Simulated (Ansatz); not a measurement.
**hcp Be: properties by level of theory**

Reference values: lattice constant a 2.286 Å (measured, 293 K, not corrected to a static lattice, our sources range from 2.286 to 2.290; as tabulated in Wikipedia's data pages); lattice parameter c 3.584 Å (measured, 293 K, no zero-point or thermal correction; as tabulated in Wikipedia's data pages); cohesive energy 3.32 eV/atom (measured, 0 K, copied from a table, unchecked, 0 K, 1 atm; zero-point vibration energy not added; as tabulated in Kittel's textbook).

```
level (code)           lattice parameter a (Å)  lattice parameter c (Å)  cohesive energy (eV/atom)
---------------------  -----------------------  -----------------------  -------------------------
LDA (Ansatz)                             2.228                    3.511                        [?]
PBEsol (Ansatz)                          2.257                    3.553                       3.98
PBE-D4 (Ansatz)                          2.250                    3.542                       3.85
r²SCAN-D4 (Ansatz)                       2.258                    3.557                       3.84
Hartree–Fock (Ansatz)                    2.314                    3.617                       2.24
```

Q: What belongs in the gaps?

A: 
- LDA (Ansatz, a program for electronic structure), cohesive energy (eV/atom): 4.23

Differences from the reference values (errors of the level alone only where the reference is corrected to a static lattice):

```json
[
 {"level": "LDA", "lattice constant a (%)": "-2.54", "lattice parameter c (%)": "-2.04", "cohesive energy (eV/atom)": "+0.91"},
 {"level": "PBEsol", "lattice constant a (%)": "-1.27", "lattice parameter c (%)": "-0.86", "cohesive energy (eV/atom)": "+0.66"},
 {"level": "PBE-D4", "lattice constant a (%)": "-1.57", "lattice parameter c (%)": "-1.17", "cohesive energy (eV/atom)": "+0.53"},
 {"level": "r²SCAN-D4", "lattice constant a (%)": "-1.22", "lattice parameter c (%)": "-0.75", "cohesive energy (eV/atom)": "+0.52"},
 {"level": "Hartree–Fock", "lattice constant a (%)": "+1.22", "lattice parameter c (%)": "+0.92", "cohesive energy (eV/atom)": "-1.08"}
]
```

Nearest: lattice constant a, not ranked (reference at room or unstated temperature); lattice parameter c, not ranked (reference at room or unstated temperature); cohesive energy, not ranked (one source).

Ansatz's density-functional and Hartree–Fock values are scalar-relativistic unless marked +SOC, with PAW data made under PBE.

Differences are worked out from the printed values.

Free atoms are spin-polarised, in the lowest state found; at levels without +SOC their spin–orbit coupling is left out.

Static lattice: no zero-point or thermal effects.
